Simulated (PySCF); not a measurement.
**From a raw peak list to a structure**

Formula C₃H₈O. The spectrum was simulated from the full spin Hamiltonian at 700 MHz with 0.8 Hz Lorentzian lines, from shifts rounded to 0.01 ppm and J to 0.1 Hz, couplings under 1 Hz left out. Exchangeable protons (1H) are left uncoupled and out of the list.

Maxima in Hz from TMS (height), grouped by integral:
2H: 2521.0 (34), 2513.0 (69), 2505.0 (35)
2H: 1084.7 (4), 1076.4 (17), 1068.2 (33), 1060.0 (34), 1051.8 (18), 1043.5 (4)
3H: 617.3 (50), 608.9 (100), 600.5 (47)

13C{1H} NMR (computed): δ 74.1 (CH2), 35.4 (CH2), 11.0 (CH3).

Theoretical values (PySCF): coordinates at the PBE0-D3(BJ)/def2-SVP level, J couplings at B3LYP/pcJ-1 (without the spin–dipole term), σ from GIAO-PBE/pcSseg-2. Single conformer, equivalent nuclei averaged, isolated molecule, no relativistic terms.

δ = σ(ref) − σ, references computed at the same level: 1H (σ = 31.18 ppm) and 13C (σ = 179.39 ppm) against TMS.

Problem. Analyse the multiplets.

Solution. 1H NMR (700 MHz, computed): δ 3.59 (t, J = 8.0 Hz, 2H), 1.52 (sext, J = 8.2 Hz, 2H), 0.87 (t, J = 8.4 Hz, 3H), -0.26 (br s, 1H). These are first-order names from the parameters used; overlap and second-order distortion can hide them in the list.

Problem. What is the compound?

Solution. SMILES CCCO.

Structure with atom numbers: `[CH3:1][CH2:2][CH2:3][OH:4]`; H(Xn) means a hydrogen on atom n.

δ 3.59: H(C3), hydrogen on an sp3 CH2 bonded to O, coupled to H(C2) (8.0 Hz). δ 1.52: H(C2), hydrogen on an sp3 CH2, coupled to H(C1) and H(C3) (8.2 Hz). δ 0.87: H(C1), hydrogen on a methyl carbon, coupled to H(C2) (8.4 Hz). δ -0.26: H(O4), hydrogen on an alcohol oxygen.

OH/NH shifts are gas-phase values; hydrogen bonding in solution moves them, usually downfield. Splittings below 1 Hz are ignored in the labels, and close J values are merged. Unscaled 3J(H,H) at this level run about 10 % above measured values. Shifts are as computed, not scaled to solution data. Of 1211 compounds with measured shifts, 218 miss one by over three times the rms of a fit or turn the order of signals round; such compounds aren't used in these exercises. Couplings to exchangeable protons are dropped. Vicinal H,H couplings across rotating CH2–CH2 and CH–CH2 bonds are estimated from the computed gauche and anti values for equal rotamer populations, (2 J gauche + J anti)/3.
